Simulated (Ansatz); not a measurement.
in.yaml

```yaml
crystal:
  periodic: [false, false, false]
  atoms:
    - {symbol: Zr, position_ang: [0.000000, 0.000000, 1.626338]}
    - {symbol: N, position_ang: [0.000000, 0.000000, -0.303487]}
    - {symbol: H, position_ang: [0.000000, 0.000000, -1.322851]}
basis:
  gaussian: {orbitals: def2-SVP}
total_charge: 1
magnetization: {spin_polarized: true, initial_magnetization: 5}
hamiltonian: {xc: {name: B2PLYP}}
correlation: {electrons: outside_noble_gas}
```

```sh
$ ansatz run in.yaml --threads 1 --pin off --events-out ev --progress --plain --max-ram 2393MiB
```

Output:

```
525 factors; integrals over basis functions are off by at most 9.5e-4 eV
mean field evaluation 1: about -2759.3857 eV, gradient 2.7e1 eV
mean field evaluation 2: about -2759.3947 eV, gradient 2.7e1 eV
mean field evaluation 4: about -2762.6909 eV, gradient 1.2e0 eV
mean field evaluation 8: about -2762.7078 eV, gradient 3.0e-2 eV
mean field evaluation 16: about -2762.7079 eV, gradient 4.7e-4 eV
mean field evaluation 32: about -2762.6533 eV, gradient 1.9e0 eV
mean field evaluation 64: about -2763.7768 eV, gradient 5.7e-1 eV
mean field -2763.79325938 eV, -101.5675289160 hartree, gradient 3.8e-6 eV, S^2 8.759223; 8 other end points of the search recorded, 0 dependent functions left out
5 core orbitals not correlated: weight in the atoms' cores, before any rotation towards them, 0.957 or more for the frozen orbitals, at most 0.033 for the correlated occupied ones
reference -2763.79339236 eV, -101.5675338026 hartree; 7, 2 occupied and 38, 43 virtual orbitals, 525 factors
second order -4.06476545 eV of doubles, -0.00000000 eV of singles
Total energy: -2764.89087903 eV, -101.6078656939 hartree
```

Ran on 1 thread of Arm Neoverse V2, shared host: 8 s wall, 0.12 GiB peak host memory.
